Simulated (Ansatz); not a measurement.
Beryllium, hcp: convergence with Methfessel-Paxton smearing

Computed with Ansatz, r²SCAN, scalar-relativistic PAW, on the relaxed cell (a = 2.265 Å, c = 3.561 Å (c/a = 1.573); spin not included). Errors count from a run at 500 eV on a Γ-centred 26×26×15 mesh with Fermi-Dirac smearing of 0.1 eV, extrapolated to zero width. Fixed here: cutoff 500 eV, mesh 16×16×9. The SCF starts from atomic densities corrected by a trained network.

```json
{"width (eV)": "0.01", "E(σ→0) error (meV/atom)": "-1.1", "F error (meV/atom)": "-1.1", "P (GPa)": "0.01", "SCF iterations": "6"}
{"width (eV)": "0.1", "E(σ→0) error (meV/atom)": "-1.1", "F error (meV/atom)": "-1.1", "P (GPa)": "0.01", "SCF iterations": "6"}
{"width (eV)": "0.2", "E(σ→0) error (meV/atom)": "-1.2", "F error (meV/atom)": "-1.3", "P (GPa)": "0.00", "SCF iterations": "6"}
{"width (eV)": "0.3", "E(σ→0) error (meV/atom)": "-1.3", "F error (meV/atom)": "-1.3", "P (GPa)": "-0.01", "SCF iterations": "6"}
{"width (eV)": "0.6", "E(σ→0) error (meV/atom)": "-1.1", "F error (meV/atom)": "-0.3", "P (GPa)": "-0.04", "SCF iterations": "6"}
{"width (eV)": "1.0", "E(σ→0) error (meV/atom)": "-0.6", "F error (meV/atom)": "4.5", "P (GPa)": "-0.37", "SCF iterations": "6"}
```

What does the run at 0.03 give (width)?

E(σ→0) error (meV/atom): -1.1; F error (meV/atom): -1.1; P (GPa): 0.01; SCF iterations: 6.
